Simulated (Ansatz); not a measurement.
# BSiH₃+ (doublet): from Hartree-Fock to the top rungs, cc-pVDZ

One table from this session's results is given with a row withheld; the runs are named, their logs left out.

Method: cc-pVDZ, core rule «outside noble gas», up to 6 orbitals frozen; program: Ansatz 0.2.0, Gaussian basis.

The runs, in order: UHF; CCSD(T) on ROHF; CCSD(T) on UHF; BCCD(T) on ROHF; CISD; CCSDT(Q) on ROHF; CCSDT(Q) on UHF.

23 further runs of the same task are left out: 3 for a known fault of the program, 7 that didn't finish, 13 set aside as unsound or not needed.

### The geometry

The geometry is a PBE0/def2-TZVP stationary point (not a proven minimum) of the parent state, kept for this charge and spin.

5 atoms, charge 1, spin multiplicity 2.

Atoms are counted from 1 here; the program's logs count them from 0.

Bond lengths: Si1–B2 1.937 Å, Si1–H3 1.498 Å, B2–H4 1.198 Å, B2–H5 1.192 Å. Angles: B2–Si1–H3 122.8°, Si1–B2–H4 117.0°, Si1–B2–H5 121.4°, H4–B2–H5 121.6°.

The first run:

Contents of in.yaml:

```yaml
crystal:
  periodic: [false, false, false]
  atoms:
    - {symbol: Si, position_ang: [0.000000, -0.085926, 0.595821]}
    - {symbol: B, position_ang: [0.000000, 0.089951, -1.333031]}
    - {symbol: H, position_ang: [0.000000, 1.095005, 1.517690]}
    - {symbol: H, position_ang: [0.000000, 1.201588, -1.778382]}
    - {symbol: H, position_ang: [0.000000, -0.867120, -2.043536]}
basis:
  gaussian: {orbitals: cc-pVDZ}
total_charge: 1
magnetization: {spin_polarized: true, initial_magnetization: 1}
hamiltonian: {xc: hf}
output: {orbitals: {seedname: orbitals}}
```

Run with:

```sh
ansatz run in.yaml --threads 1 --pin off --events-out ev --progress --plain --max-ram 2393MiB
```

Steps of the session up to this table: UHF; CCSD(T) on ROHF; CCSD(T) on UHF; BCCD(T) on ROHF; CISD; CCSDT(Q) on ROHF; CCSDT(Q) on UHF.

One table of the session follows, with a row left open; its other results are not shown here.

| method | from UCCSDT(Q) (kcal/mol) |
| --- | --- |
| ROHF | +110.32 |
| UHF | +109.18 |
| RMP2 | +26.21 |
| UMP2 | +26.09 |
| CISD | +9.55 |
| RCCSD | ? |
| UCCSD | +2.96 |
| RCCSD(T) | +0.69 |
| UCCSD(T) | +0.68 |
| BCCD(T) | +0.68 |
| RCCSDT | +0.09 |
| UCCSDT | +0.08 |
| RCCSDT(Q) | +0.01 |
| UCCSDT(Q) | 0 |

Estimate the missing values for RCCSD.

**Answer.** from UCCSDT(Q) (kcal/mol): +3.00. In the column «from UCCSDT(Q) (kcal/mol)» it lies between UCCSD (+2.96) and CISD (+9.55).

Among the levels timed on like hardware and quicker than the yardstick, those that no quicker one beats, quickest first: CISD (1.1 s, +9.55 kcal/mol); RCCSD(T) (2.3 s, +0.69 kcal/mol); BCCD(T) (2.5 s, +0.68 kcal/mol); UCCSD(T) (3 s, +0.68 kcal/mol).

To keep in mind: Restricted and unrestricted rows rest on different reference determinants; where their highest levels disagree by more than a few hundredths of an eV, they describe different states and don't form one ladder.
